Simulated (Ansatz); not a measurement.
Input for Ansatz (development build ahead of 0.2.0):

```yaml
crystal:
  periodic: [false, false, false]
  atoms:
    - { symbol: O, position_ang: [0.0, 0.0, 0.0] }
    - { symbol: H, position_ang: [0.0, 0.94, -0.24] }
    - { symbol: O, position_ang: [0.0, 0.0, 1.197] }
basis:
  gaussian: { orbitals: STO-3G }
magnetization:
  initial_magnetization: 1
hamiltonian:
  xc: hf
correlation:
  method: ccsd_t
  frozen_orbitals: { H: 0, O: 1 }
```

The input is written out in the form of the current development build from the run's settings. Correlation on restricted open-shell orbitals is semicanonical, with singles.

Results

```json
{
  "Converged": "yes",
  "Reference energy": "-148.15429 hartree",
  "CCSD correlation energy": "-0.07507 hartree",
  "Triples correction": "-0.00087 hartree",
  "Total energy": "-148.23023 hartree",
  "Spin squared of the determinant": "0.750"
}
```
